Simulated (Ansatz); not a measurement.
Ansatz (an electronic-structure program) input:

Ansatz 0.2 input:
```yaml
crystal:
  periodic: [false, false, false]
  atoms:
    - {symbol: C, position_ang: [-0.00903452, -0.16590223, -1.17724503]}
    - {symbol: C, position_ang: [0.00142313, 0.02613312, 0.18544107]}
    - {symbol: N, position_ang: [0.01028281, 0.18882474, 1.33990349]}
    - {symbol: H, position_ang: [0.92041918, -0.21588433, -1.72503587]}
    - {symbol: H, position_ang: [-0.94673049, -0.26727414, -1.70346476]}
basis:
  gaussian:
    orbitals: STO-3G
magnetization: {spin_polarized: true, initial_magnetization: 1}
correlation: {method: fci, electrons: outside_noble_gas}
```

Predict the final energy.

-129.84401 Eh (FCI/STO-3G). The basis has 17 functions.

It need not be the lowest isomer of its formula.

The determinant is spin-contaminated: <S^2> is 1.06 against 0.75 for a pure state.
